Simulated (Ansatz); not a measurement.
Input for Ansatz (development build ahead of 0.2.0):

```yaml
crystal:
  periodic: [false, false, false]
  atoms:
    - { symbol: O, position_ang: [0.0, 0.0, 0.0] }
    - { symbol: O, position_ang: [0.0, 1.635, 1.005] }
    - { symbol: O, position_ang: [0.0, -1.635, 1.005] }
basis:
  gaussian: { orbitals: pcseg-2 }
hamiltonian:
  xc: hf
```

The input is written out in the form of the current development build from the run's settings.

Output:

```
Converged                       : yes
Total energy                    : -224.08128 hartree
Spin squared of the determinant : 0.000
Stability test                  : minimum among restricted orbitals
```

Caution: stretched shape with no unrestricted run beside it, a lower state can exist.
